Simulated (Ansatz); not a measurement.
Ansatz (a program for electronic structure) input (PBE/def2-TZVPD):

Ansatz 0.2 input:
```yaml
crystal:
  periodic: [false, false, false]
  atoms:
    - {symbol: S, position_ang: [0.00108380, 0.01823548, 1.13620484]}
    - {symbol: C, position_ang: [0.00261406, 1.29542196, -0.04692498]}
    - {symbol: C, position_ang: [-0.00253788, -1.20240713, -0.07753578]}
    - {symbol: C, position_ang: [0.00033218, 0.73061502, -1.26663996]}
    - {symbol: C, position_ang: [-0.00262290, -0.67651780, -1.34119242]}
    - {symbol: H, position_ang: [0.00501141, 2.32821230, 0.25581372]}
    - {symbol: H, position_ang: [-0.00440903, -2.24242826, 0.20719009]}
    - {symbol: H, position_ang: [-0.00465585, -1.26022405, -2.24852233]}
basis:
  gaussian:
    orbitals: def2-TZVPD
hamiltonian:
  xc: {name: PBE}
magnetization: {spin_polarized: true, initial_magnetization: 1}
output: {forces: true}
```

Output:

```
Functional definition: PBE
integrals: 0.14 GiB planned
1142 factors; their error is unknown
mean field: 1.36 GiB planned
mean field evaluation 1: about -15000.5619 eV, gradient 6.4e1 eV
mean field evaluation 2: about -14791.9361 eV, gradient 1.9e2 eV
mean field evaluation 4: about -15013.9823 eV, gradient 3.7e1 eV
mean field evaluation 8: about -15021.3493 eV, gradient 2.1e-1 eV
mean field evaluation 16: about -15021.3130 eV, gradient 1.2e-3 eV
mean field -15021.31300757 eV, -552.0230712166 hartree, gradient 8.4e-5 eV, S^2 0.756283; 0 other end points of the search recorded, 0 dependent functions left out
the calculation of the forces begins
reference -15021.31305941 eV, -552.0230731215 hartree; 22, 21 occupied and 199, 200 virtual orbitals, 1142 factors
Total energy: -15021.31305941 eV, -552.0230731215 hartree
Atom 0 at     0.001084     0.018235     1.136205 Å, force     0.000101     0.005458     0.097623 eV/Å
Atom 1 at     0.002614     1.295422    -0.046925 Å, force     0.000282     0.034282     0.229535 eV/Å
Atom 2 at    -0.002538    -1.202407    -0.077536 Å, force     0.000334     0.046992     0.258248 eV/Å
Atom 3 at     0.000332     0.730615    -1.266640 Å, force    -0.000624    -0.159188    -0.323492 eV/Å
Atom 4 at    -0.002623    -0.676518    -1.341192 Å, force     0.000322     0.260033    -0.229992 eV/Å
Atom 5 at     0.005011     2.328212     0.255814 Å, force     0.000745     0.307007     0.125225 eV/Å
Atom 6 at    -0.004409    -2.242428     0.207190 Å, force    -0.000529    -0.308728     0.113153 eV/Å
Atom 7 at    -0.004656    -1.260224    -2.248522 Å, force    -0.000630    -0.185857    -0.270301 eV/Å
Dipole moment:    -0.000184    -0.112007     0.049727 e Å
```

It need not be the lowest isomer of its formula.
